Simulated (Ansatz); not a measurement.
System: HfO2 (P2₁/c, No. 14). Method: PBE0 (Ansatz, a program for electronic structure, PAW).

Numerical settings: plane-wave cutoff 500 eV, 4×4×4 k mesh, gaussian smearing 0.02 eV, scalar-relativistic PAW data made under PBE.

Cell (relaxed with r²SCAN):

HfO₂ is taken in the monoclinic space group P2₁/c (No. 14), Pearson symbol mP12. Cell: a = 5.114 Å, b = 5.182 Å, c = 5.295 Å, α = 90.00°, β = 99.47°, γ = 90.00°. Hf on 4e is surrounded by 7 O at 2.041–2.247 Å. O1 on 4e is surrounded by 3 Hf at 2.041–2.139 Å. O2 on 4e is surrounded by 4 Hf at 2.139–2.247 Å. (Neighbours: up to the widest gap in distance over summed covalent radii, below 1.35, at either atom; cation-cation and far metal-metal contacts left out.)

Task: Estimate the band gap that the calculation returns.

Result: 
- band gap = 6.45 eV (on the SCF k mesh)

Measured, for comparison: band gap 5.7 eV (temperature not stated, no zero-point or thermal correction, our sources range from 5.70 to 5.84; as tabulated in Choudhary et al. (2018), arXiv:1804.01032).

Note: cell and atoms aren't relaxed at this level (largest force component 0.06 eV/Å).

Spin–orbit coupling is not included.

Static lattice: no zero-point or thermal effects.

The result took roughly 10 core-minutes.
